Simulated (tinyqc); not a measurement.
Worked calculation: RKS/PBE in the sto-3g basis, for H2O, spin multiplicity 1. One step of it, computed by the program tinyqc.

Question. Iteration 2: building the Kohn-Sham matrix. J_ij = sum D_kl (ij|kl); F = H + J + V_xc; E = tr D H + tr D J / 2 + E_xc + E_nn.

D after iteration 1:
```
            1O 1s      1O 2s     1O 2px     1O 2py     1O 2pz      2H 1s      3H 1s
1O 1s    2.112150  -0.474841  -0.012956   0.012130   0.081887  -0.033832   0.004283
1O 2s   -0.474841   2.039337   0.075097  -0.048170  -0.434121   0.065359  -0.113669
1O 2px  -0.012956   0.075097   1.990303  -0.016217   0.093530  -0.085544  -0.104892
1O 2py   0.012130  -0.048170  -0.016217   1.076024   0.131627   0.512559  -0.522519
1O 2pz   0.081887  -0.434121   0.093530   0.131627   1.260989   0.415114   0.554822
2H 1s   -0.033832   0.065359  -0.085544   0.512559   0.415114   0.374123  -0.055550
3H 1s    0.004283  -0.113669  -0.104892  -0.522519   0.554822  -0.055550   0.578065
```

core Hamiltonian H = T + V (hartree):
```
             1O 1s      1O 2s     1O 2px     1O 2py     1O 2pz      2H 1s      3H 1s
1O 1s   -32.488763  -7.557853   0.000000   0.000000  -0.012187  -0.950544  -0.950544
1O 2s    -7.557853  -9.115248   0.000000   0.000000  -0.151288  -2.368199  -2.368199
1O 2px    0.000000   0.000000  -7.274877   0.000000   0.000000   0.000000   0.000000
1O 2py    0.000000   0.000000   0.000000  -7.359639   0.000000  -1.399065   1.399065
1O 2pz   -0.012187  -0.151288   0.000000   0.000000  -7.330341  -1.167632  -1.167632
2H 1s    -0.950544  -2.368199   0.000000  -1.399065  -1.167632  -4.194789  -0.796721
3H 1s    -0.950544  -2.368199   0.000000   1.399065  -1.167632  -0.796721  -4.194789
```

Two-electron integrals (ij|kl) in chemists' order, unique and non-zero (hartree):
```
(11|11) 4.785065    (21|11) 0.741380    (21|21) 0.136873    (22|11) 1.118947
(22|21) 0.256633    (22|22) 0.817206    (31|31) 0.024477    (32|31) 0.037809
(32|32) 0.180518    (33|11) 1.115814    (33|21) 0.256684    (33|22) 0.817023
(33|33) 0.880159    (41|41) 0.024477    (42|41) 0.037809    (42|42) 0.180518
(43|43) 0.047444    (44|11) 1.115814    (44|21) 0.256684    (44|22) 0.817023
(44|33) 0.785270    (44|44) 0.880159    (51|51) 0.024477    (52|51) 0.037809
(52|52) 0.180518    (53|53) 0.047444    (54|54) 0.047444    (55|11) 1.115814
(55|21) 0.256684    (55|22) 0.817023    (55|33) 0.785270    (55|44) 0.785270
(55|55) 0.880159    (61|11) 0.093420    (61|21) 0.017121    (61|22) 0.031964
(61|33) 0.031902    (61|41) 0.000598    (61|42) 0.001131    (61|44) 0.032017
(61|51) 0.000483    (61|52) 0.000915    (61|54) 0.000093    (61|55) 0.031977
(61|61) 0.002168    (62|11) 0.254900    (62|21) 0.059317    (62|22) 0.212615
(62|33) 0.208818    (62|41) 0.003452    (62|42) 0.027740    (62|44) 0.215574
(62|51) 0.002792    (62|52) 0.022439    (62|54) 0.005465    (62|55) 0.213239
(62|61) 0.007580    (62|62) 0.071807    (63|31) 0.005860    (63|32) 0.035355
(63|43) 0.005578    (63|53) 0.004512    (63|63) 0.009623    (64|11) 0.151942
(64|21) 0.035783    (64|22) 0.136966    (64|33) 0.130941    (64|41) 0.007665
(64|42) 0.052023    (64|44) 0.146183    (64|51) 0.001460    (64|52) 0.013482
(64|54) 0.007818    (64|55) 0.133615    (64|61) 0.004748    (64|62) 0.056277
(64|64) 0.053245    (65|11) 0.122908    (65|21) 0.028945    (65|22) 0.110794
(65|33) 0.105921    (65|41) 0.001460    (65|42) 0.013482    (65|44) 0.109226
(65|51) 0.007041    (65|52) 0.046262    (65|54) 0.008252    (65|55) 0.117108
(65|61) 0.003841    (65|62) 0.045523    (65|64) 0.035287    (65|65) 0.038167
(66|11) 0.430721    (66|21) 0.101818    (66|22) 0.420656    (66|33) 0.404919
(66|41) 0.006878    (66|42) 0.078259    (66|44) 0.433159    (66|51) 0.005564
(66|52) 0.063305    (66|54) 0.022843    (66|55) 0.423398    (66|61) 0.013083
(66|62) 0.188784    (66|64) 0.168989    (66|65) 0.136698    (66|66) 0.774606
(71|11) 0.093420    (71|21) 0.017121    (71|22) 0.031964    (71|33) 0.031902
(71|41) -0.000598   (71|42) -0.001131   (71|44) 0.032017    (71|51) 0.000483
(71|52) 0.000915    (71|54) -0.000093   (71|55) 0.031977    (71|61) 0.002137
(71|62) 0.007350    (71|64) 0.004257    (71|65) 0.003729    (71|66) 0.012607
(71|71) 0.002168    (72|11) 0.254900    (72|21) 0.059317    (72|22) 0.212615
(72|33) 0.208818    (72|41) -0.003452   (72|42) -0.027740   (72|44) 0.215574
(72|51) 0.002792    (72|52) 0.022439    (72|54) -0.005465   (72|55) 0.213239
(72|61) 0.007350    (72|62) 0.056572    (72|64) 0.030991    (72|65) 0.034827
(72|66) 0.119011    (72|71) 0.007580    (72|72) 0.071807    (73|31) 0.005860
(73|32) 0.035355    (73|43) -0.005578   (73|53) 0.004512    (73|63) 0.007289
(73|73) 0.009623    (74|11) -0.151942   (74|21) -0.035783   (74|22) -0.136966
(74|33) -0.130941   (74|41) 0.007665    (74|42) 0.052023    (74|44) -0.146183
(74|51) -0.001460   (74|52) -0.013482   (74|54) 0.007818    (74|55) -0.133615
(74|61) -0.004257   (74|62) -0.030991   (74|64) -0.010137   (74|65) -0.018740
(74|66) -0.060494   (74|71) -0.004748   (74|72) -0.056277   (74|74) 0.053245
(75|11) 0.122908    (75|21) 0.028945    (75|22) 0.110794    (75|33) 0.105921
(75|41) -0.001460   (75|42) -0.013482   (75|44) 0.109226    (75|51) 0.007041
(75|52) 0.046262    (75|54) -0.008252   (75|55) 0.117108    (75|61) 0.003729
(75|62) 0.034827    (75|64) 0.018740    (75|65) 0.028418    (75|66) 0.079626
(75|71) 0.003841    (75|72) 0.045523    (75|74) -0.035287   (75|75) 0.038167
(76|11) 0.077896    (76|21) 0.018314    (76|22) 0.071937    (76|33) 0.070183
(76|44) 0.071534    (76|51) 0.001305    (76|52) 0.012810    (76|55) 0.074014
(76|61) 0.002317    (76|62) 0.024518    (76|64) 0.016801    (76|65) 0.017510
(76|66) 0.069436    (76|71) 0.002317    (76|72) 0.024518    (76|74) -0.016801
(76|75) 0.017510    (76|76) 0.010872    (77|11) 0.430721    (77|21) 0.101818
(77|22) 0.420656    (77|33) 0.404919    (77|41) -0.006878   (77|42) -0.078259
(77|44) 0.433159    (77|51) 0.005564    (77|52) 0.063305    (77|54) -0.022843
(77|55) 0.423398    (77|61) 0.012607    (77|62) 0.119011    (77|64) 0.060494
(77|65) 0.079626    (77|66) 0.279426    (77|71) 0.013083    (77|72) 0.188784
(77|74) -0.168989   (77|75) 0.136698    (77|76) 0.069436    (77|77) 0.774606
```

nuclear repulsion = 7.26894412 hartree

V_xc (hartree):
```
            1O 1s      1O 2s     1O 2px     1O 2py     1O 2pz      2H 1s      3H 1s
1O 1s   -3.087250  -0.420414  -0.000479   0.000387   0.002769  -0.053353  -0.053352
1O 2s   -0.420414  -0.801579  -0.002804   0.003362   0.007926  -0.196652  -0.198917
1O 2px  -0.000479  -0.002804  -0.810631   0.000696  -0.003704  -0.000466  -0.000573
1O 2py   0.000387   0.003362   0.000696  -0.786390  -0.005436  -0.125205   0.128643
1O 2pz   0.002769   0.007926  -0.003704  -0.005436  -0.789040  -0.102331  -0.103815
2H 1s   -0.053353  -0.196652  -0.000466  -0.125205  -0.102331  -0.407937  -0.061603
3H 1s   -0.053352  -0.198917  -0.000573   0.128643  -0.103815  -0.061603  -0.436339
```

E_xc = sum of w rho eps_xc = -9.37097119 hartree

Give: Coulomb J; Kohn-Sham matrix F; total energy of this density.

Answer.

Coulomb J (hartree):
```
         1O 1s   1O 2s  1O 2px  1O 2py  1O 2pz  2H 1s   3H 1s
1O 1s   17.437   3.288   0.003  -0.004  -0.007  0.411   0.412
1O 2s    3.288   8.190   0.013  -0.027   0.024  2.111   2.126
1O 2px   0.003   0.013   8.198  -0.001   0.007  0.003   0.003
1O 2py  -0.004  -0.027  -0.001   8.176   0.007  1.350  -1.374
1O 2pz  -0.007   0.024   0.007   0.007   8.173  1.108   1.117
2H 1s    0.411   2.111   0.003   1.350   1.108  4.300   0.724
3H 1s    0.412   2.126   0.003  -1.374   1.117  0.724   4.397
```

Kohn-Sham matrix F (hartree):
```
          1O 1s   1O 2s  1O 2px  1O 2py  1O 2pz   2H 1s   3H 1s
1O 1s   -18.139  -4.690   0.002  -0.003  -0.017  -0.592  -0.592
1O 2s    -4.690  -1.727   0.010  -0.024  -0.120  -0.454  -0.441
1O 2px    0.002   0.010   0.113  -0.001   0.003   0.002   0.002
1O 2py   -0.003  -0.024  -0.001   0.030   0.002  -0.174   0.154
1O 2pz   -0.017  -0.120   0.003   0.002   0.054  -0.162  -0.154
2H 1s    -0.592  -0.454   0.002  -0.174  -0.162  -0.303  -0.134
3H 1s    -0.592  -0.441   0.002   0.154  -0.154  -0.134  -0.234
```

total energy of this density = -75.11235 hartree
